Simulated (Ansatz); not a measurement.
Geometry optimisation, UKS B3LYP-D4/STO-3G (Ansatz).

input.yaml

```yaml
crystal:
  periodic: [false, false, false]
  atoms:
    - { symbol: B, position_ang: [-0.9765, -1.1932, -0.4088] }
    - { symbol: O, position_ang: [-0.5668, -0.3161, 0.6985] }
    - { symbol: C, position_ang: [0.5586, 0.381, 0.276] }
    - { symbol: H, position_ang: [-1.7242, -0.7057, -1.2062] }
    - { symbol: H, position_ang: [1.39554, -0.26181, -0.05671] }
    - { symbol: H, position_ang: [0.27607, 1.04007, -0.60721] }
    - { symbol: H, position_ang: [0.93686, 1.13327, 1.06797] }
magnetization:
  spin_polarized: true
  initial_magnetization: 1
basis:
  gaussian: { orbitals: STO-3G }
hamiltonian:
  xc: b3lyp
  dispersion: d4
relax:
  f_tol: 0.015
  max_steps: 40
```

Run as:

```bash
$ ansatz run input.yaml --threads 1 --pin off --max-ram 2048MiB --backend cpu --events-out ev --progress --plain --runs-dir out
```

Q: Where does it end, and by what steps?

A: The forces met the threshold. Limits of this set-up: minimal basis. After 12 steps the energy has fallen by 1.304 eV; O2 moved furthest, 0.51 Å.

| step | energy less start (eV) | largest force component (eV/Å) | accepted |
| --- | --- | --- | --- |
| 0 | 0.0000 | 3.897 | yes |
| 1 | -0.4324 | 1.859 | yes |
| 2 | -0.8560 | 1.941 | yes |
| 3 | -1.0673 | 2.409 | yes |
| 4 | -1.2472 | 0.765 | yes |
| 5 | -1.2838 | 0.747 | yes |
| 6 | -1.2549 | 1.380 | no |
| 7 | -1.2987 | 0.072 | yes |
| 8 | -1.3007 | 0.075 | yes |
| 9 | -1.3032 | 0.028 | yes |
| 10 | -1.3034 | 0.077 | yes |
| 11 | -1.2970 | 0.260 | no |
| 12 | -1.3038 | 0.007 | yes |

```xyz
7
Properties=species:S:1:pos:R:3
B -1.355 -1.036 -0.176
O -0.299 -0.728 0.580
C 0.622 0.379 0.195
H -1.654 -0.490 -1.181
H 1.642 -0.040 0.085
H 0.316 0.865 -0.752
H 0.627 1.128 1.012
```

Whether the end is a true minimum wasn't checked by a vibrational analysis.

The run took 18 s on 1 thread of Arm Neoverse V1, on a shared host, peak memory 0.12 GiB.
